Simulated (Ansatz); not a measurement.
# C₂H₄ClF: taking an electron away

Aim: the vertical ionisation energy of C₂H₄ClF, as cation minus neutral at the neutral's geometry, on several levels, and how well −ε(HOMO) stands in for it.

The runs use Ansatz 0.2.0, Gaussian basis; unrestricted cation, the program's frozen cores in correlated methods.

Levels to be run: UKS PBE-D4/def2-TZVPP; UKS r2SCAN-D4/def2-TZVPP; UKS PBE0-D4/def2-TZVPP; UKS B3LYP-D4/def2-TZVPP; UKS wB97X-V/def2-TZVPP; UKS wB97M-V/def2-TZVPP; UKS B2PLYP/def2-TZVPP; UHF-CCSD(T)/def2-TZVPP; UHF-MP2/def2-QZVPP; extrapolation to the limit; then −ε(HOMO) from the neutral's earlier runs with LDA (SPW92), PBE-D4, revPBE-D4, BLYP-D4, r2SCAN-D4, B97M-V, PBE0-D4, B3LYP-D4, r2SCANh-D4, r2SCAN0-D4, HSE06-D4, BHLYP-D4, CAM-B3LYP-D4, LC-ωPBE, ωB97X-V, ωB97M-V.

## Step 1: Structure used throughout

All runs share one geometry, relaxed beforehand with PBE0-D4/def2-TZVP.

SMILES `FCCCl`, 8 atoms, charge 0, spin multiplicity 1.

Atoms are counted from 1 here; the program's logs count them from 0.

Bond lengths: F1–C2 1.375 Å, C2–C3 1.501 Å, C2–H5 1.093 Å, C2–H6 1.096 Å, C3–Cl4 1.778 Å, C3–H7 1.090 Å, C3–H8 1.091 Å. Angles: F1–C2–C3 110.9°, F1–C2–H5 108.3°, F1–C2–H6 108.0°, C3–C2–H5 111.2°, C3–C2–H6 109.0°, H5–C2–H6 109.4°, C2–C3–Cl4 112.2°, C2–C3–H7 110.7°, C2–C3–H8 109.7°, Cl4–C3–H7 107.4°, Cl4–C3–H8 107.5°, H7–C3–H8 109.3°.

Geometry (Å):

```mol
C2H4ClF
  3D, bonds by distance, orders not assigned

  8  7  0  0  0  0  0  0  0  0999 V2000
   -1.3258    0.4916    1.0229 F   0  0
   -0.1321    0.6640    0.3616 C   0  0
    0.3120   -0.6173   -0.2824 C   0  0
   -0.7474   -1.0953   -1.6277 Cl  0  0
   -0.2621    1.4549   -0.3818 H   0  0
    0.6207    0.9744    1.0954 H   0  0
    0.3082   -1.4327    0.4405 H   0  0
    1.3186   -0.4969   -0.6843 H   0  0
  1  2  8  0
  2  3  8  0
  3  4  8  0
  2  5  8  0
  2  6  8  0
  3  7  8  0
  3  8  8  0
M  END
```

## Step 2: Cation, UKS PBE-D4/def2-TZVPP

The input, in.yaml:

```yaml
crystal:
  periodic: [false, false, false]
  atoms:
    - {symbol: F, position_ang: [-1.325794, 0.491620, 1.022931]}
    - {symbol: C, position_ang: [-0.132126, 0.664012, 0.361593]}
    - {symbol: C, position_ang: [0.312013, -0.617262, -0.282365]}
    - {symbol: Cl, position_ang: [-0.747388, -1.095274, -1.627743]}
    - {symbol: H, position_ang: [-0.262146, 1.454939, -0.381804]}
    - {symbol: H, position_ang: [0.620731, 0.974422, 1.095437]}
    - {symbol: H, position_ang: [0.308192, -1.432691, 0.440471]}
    - {symbol: H, position_ang: [1.318617, -0.496867, -0.684320]}
basis:
  gaussian: {orbitals: def2-TZVPP}
total_charge: 1
magnetization: {spin_polarized: true, initial_magnetization: 1}
hamiltonian: {xc: pbe, dispersion: d4}
```

Started as:

```sh
> ansatz run in.yaml --threads 4 --pin off --events-out ev --progress --plain --max-ram 10444MiB
```

After this run come: Cation, UKS r2SCAN-D4/def2-TZVPP; Cation, UKS PBE0-D4/def2-TZVPP; Cation, UKS B3LYP-D4/def2-TZVPP; Cation, UKS wB97X-V/def2-TZVPP; Cation, UKS wB97M-V/def2-TZVPP; Cation, UKS B2PLYP (frozen core)/def2-TZVPP; Cation, UHF-CCSD(T)/def2-TZVPP; Cation, UHF-MP2/def2-QZVPP.

**Question.** What will the summary of the whole plan be? Wanted: ionisation energy, CCSD(T)/CBS; nearest functional by difference; nearest −ε(HOMO); −ε(HOMO) of PBE; T1 of the cation.

As calculated:

| quantity | value |
| --- | --- |
| ionisation energy, CCSD(T)/CBS | 11.52 eV |
| nearest functional by difference | ωB97X-V (-0.20 eV) |
| nearest −ε(HOMO) | LC-ωPBE (-0.06 eV) |
| −ε(HOMO) of PBE | 7.14 eV |
| T1 of the cation | 0.024 |

What this shows: Energy differences with functionals land within 0.80 eV of the reference. −ε(HOMO) of PBE misses by 4.4 eV, since self-interaction lifts the level. Among orbital estimates LC-ωPBE comes nearest. Hartree-Fock falls 1.21 eV short, as the neutral has more correlation energy than the cation.
